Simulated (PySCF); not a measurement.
# CISD/STO-3G run of SiH3F (SMILES F[SiH3])

What is the vertical singlet–triplet gap of SiH3F at CISD/STO-3G? The job is set up through a Python script.

Program for the calculation: PySCF 2.14.0.

9 further runs of the same task are left out: 3 that didn't finish, 6 set aside as unsound or not needed.

### Step 1. The system as given

SiH3F: 5 atoms, total charge 0, spin state singlet. As SMILES, `F[SiH3]`. Geometry: relaxed at PBE0-D4/def2-TZVP.

Bond lengths: F1–Si2 1.600 Å, Si2–H3 1.482 Å, Si2–H4 1.482 Å, Si2–H5 1.482 Å. Angles: F1–Si2–H3 108.3°, F1–Si2–H4 108.3°, F1–Si2–H5 108.3°, H3–Si2–H4 110.6°, H3–Si2–H5 110.6°, H4–Si2–H5 110.6°.

### Step 2. A single-point energy at CISD/STO-3G

run.py reads:

```python
# F[SiH3]
from pyscf import gto, ci

mol = gto.M(
    atom='''
F     -2.408645     0.307647     1.621385
Si     0.081825    -0.036472    -0.058015
H     -0.695041    -0.363961    -2.728198
H      1.452443    -2.301497     0.853400
H      1.663904     2.255199     0.233192
''',
    verbose=3,
    max_memory=1860,
    basis='sto-3g',
    unit='bohr',
)

hf = mol.RHF()
hf.conv_tol = 1e-10
hf.kernel()
if not hf.converged:
    hf = hf.newton().run(hf.mo_coeff, hf.mo_occ)

cisd = ci.CISD(hf, frozen=6)
cisd.kernel()
energy = cisd.e_tot
print('E = %.10f Eh' % energy)
```

The run is started by

```sh
$ OMP_NUM_THREADS=1 python run.py
```

Standard output:

```text
converged SCF energy = -385.385473841241
E(RCISD) = -385.4613929957017  E_corr = -0.07591915446077119
E = -385.4613929957 Eh
```

Run time: 1.1 s. Hardware: 1 thread of Arm Neoverse N1, shared host; peak memory 0.12 GiB.

### Step 3. The triplet

run.py reads:

```python
from pyscf import gto, ci

mol = gto.M(
    atom='''
F     -1.274600     0.162800     0.858000
Si     0.043300    -0.019300    -0.030700
H     -0.367800    -0.192600    -1.443700
H      0.768600    -1.217900     0.451600
H      0.880500     1.193400     0.123400
''',
    charge=0,
    basis='sto-3g',
    spin=2,
    max_memory=1860,
    verbose=4,
)

calc0 = mol.UHF()
calc0.conv_tol = 1e-10
calc0.kernel()
if not calc0.converged:
    calc0 = calc0.newton().run(calc0.mo_coeff, calc0.mo_occ)

cisd = ci.CISD(calc0, frozen=6)
cisd.kernel()
e_tot = cisd.e_tot
print('Final energy', e_tot)
```

The run is started by

```sh
$ OMP_NUM_THREADS=1 python run.py
```

Standard output:

```text
PySCF version 2.14.0

[INPUT] num. atoms = 5
[INPUT] num. electrons = 26
[INPUT] charge = 0
[INPUT] spin (= nelec alpha-beta = 2S) = 2
[INPUT] symmetry False subgroup None
[INPUT] Mole.unit = angstrom
[INPUT] Symbol           X                Y                Z      unit          X                Y                Z       unit  Magmom
[INPUT]  1 F     -1.274600000000   0.162800000000   0.858000000000 AA   -2.408644918371   0.307647413079   1.621385014877 Bohr   0.0
[INPUT]  2 Si     0.043300000000  -0.019300000000  -0.030700000000 AA    0.081825141194  -0.036471714204  -0.058014592024 Bohr   0.0
[INPUT]  3 H     -0.367800000000  -0.192600000000  -1.443700000000 AA   -0.695041268615  -0.363961251591  -2.728197606035 Bohr   0.0
[INPUT]  4 H      0.768600000000  -1.217900000000   0.451600000000 AA    1.452443499341  -2.301497447108   0.853400317854 Bohr   0.0
[INPUT]  5 H      0.880500000000   1.193400000000   0.123400000000 AA    1.663903852680   2.255199157056   0.233192203771 Bohr   0.0

nuclear repulsion = 63.0428072540354
number of shells = 11
number of NR pGTOs = 51
number of NR cGTOs = 17
basis = sto-3g
ecp = {}

******** <class 'pyscf.scf.uhf.UHF'> ********
method = UHF
initial guess = minao
damping factor = 0
level_shift factor = 0
DIIS = <class 'pyscf.scf.diis.CDIIS'>
diis_start_cycle = 1
diis_space = 8
diis_damp = 0
SCF conv_tol = 1e-10
SCF conv_tol_grad = None
SCF max_cycles = 50
direct_scf = True
direct_scf_tol = 1e-13
number electrons alpha = 14  beta = 12
Set gradient conv threshold to 1e-05
init E= -384.931180153489
[... the frontier-level lines of each cycle are left out ...]



cycle= 1 E= -384.751476058411  delta_E= 0.18  |g|= 0.277  |ddm|= 2.42


cycle= 2 E= -384.890964497661  delta_E= -0.139  |g|= 0.272  |ddm|= 1.26


cycle= 3 E= -384.947063066964  delta_E= -0.0561  |g|= 0.118  |ddm|= 0.455
cycle= 4 E= -384.981022984949  delta_E= -0.034  |g|= 0.0853  |ddm|= 0.388
cycle= 5 E= -385.011950632631  delta_E= -0.0309  |g|= 0.042  |ddm|= 0.629
cycle= 6 E= -385.016376979456  delta_E= -0.00443  |g|= 0.0271  |ddm|= 0.248
cycle= 7 E= -385.018684087126  delta_E= -0.00231  |g|= 0.00628  |ddm|= 0.34
cycle= 8 E= -385.018751748804  delta_E= -6.77e-05  |g|= 0.00309  |ddm|= 0.0474
cycle= 9 E= -385.018785899326  delta_E= -3.42e-05  |g|= 0.00129  |ddm|= 0.0373
cycle= 10 E= -385.018792324969  delta_E= -6.43e-06  |g|= 0.000731  |ddm|= 0.011
cycle= 11 E= -385.018794019479  delta_E= -1.69e-06  |g|= 0.000558  |ddm|= 0.00838
cycle= 12 E= -385.018795324033  delta_E= -1.3e-06  |g|= 0.000383  |ddm|= 0.00441
cycle= 13 E= -385.018797044956  delta_E= -1.72e-06  |g|= 0.000181  |ddm|= 0.00478
cycle= 14 E= -385.018797402907  delta_E= -3.58e-07  |g|= 6.68e-05  |ddm|= 0.00269
cycle= 15 E= -385.018797426979  delta_E= -2.41e-08  |g|= 1.65e-05  |ddm|= 0.000658
cycle= 16 E= -385.018797427923  delta_E= -9.45e-10  |g|= 5.38e-06  |ddm|= 0.000131
cycle= 17 E= -385.018797428022  delta_E= -9.88e-11  |g|= 2.39e-06  |ddm|= 4.71e-05
Extra cycle  E= -385.018797428034  delta_E= -1.18e-11  |g|= 1.99e-06  |ddm|= 6.53e-06
converged SCF energy = -385.018797428034  <S^2> = 2.001639  2S+1 = 3.0010925

******** <class 'pyscf.ci.ucisd.UCISD'> ********
CISD nocc = (np.int64(8), np.int64(6)), nmo = (11, 11)
frozen orbitals 6
max_cycle = 50
direct = 0
conv_tol = 1e-09
max_cycle = 50
max_space = 12
lindep = 0
nroots = 1
Init t2, MP2 energy = -0.0377205175589179
UCISD converged
E(UCISD) = -385.0770144053125  E_corr = -0.05821697727857679
Final energy -385.0770144053125
```

It took 1.2 s on 1 thread of Arm Neoverse N1, shared host; peak memory 0.12 GiB.

### Step 4. Summary of results

At CISD/STO-3G, 6 core orbitals frozen:

```
                                                           quantity          value
                                              singlet: total energy  -385.46139 Eh
                      singlet: dipole moment (Hartree–Fock density)         1.04 D
                       singlet: HOMO energy (Hartree–Fock orbitals)      -10.43 eV
                       singlet: LUMO energy (Hartree–Fock orbitals)       13.48 eV
                     singlet: HOMO–LUMO gap (Hartree–Fock orbitals)       23.91 eV
               singlet: correlation energy (6 core orbitals frozen)      -75.9 mEh
                                              triplet: total energy  -385.07701 Eh
                      triplet: dipole moment (Hartree–Fock density)         2.18 D
triplet: HOMO energy (Hartree–Fock orbitals) (highest over α and β)        0.95 eV
 triplet: LUMO energy (Hartree–Fock orbitals) (lowest over α and β)        5.10 eV
               triplet: correlation energy (6 core orbitals frozen)      -58.2 mEh
                         triplet: ⟨S²⟩ of the reference determinant          2.002
                   vertical energy of the triplet above the singlet      10.459 eV
```

In words: At this shape the triplet lies 10.46 eV (241 kcal/mol) above the singlet. In a minimal basis such a difference can be off by several eV, whatever the method. Mulliken charges (singlet) of the mean-field density run from -0.33 on F1 to +0.82 on Si2.
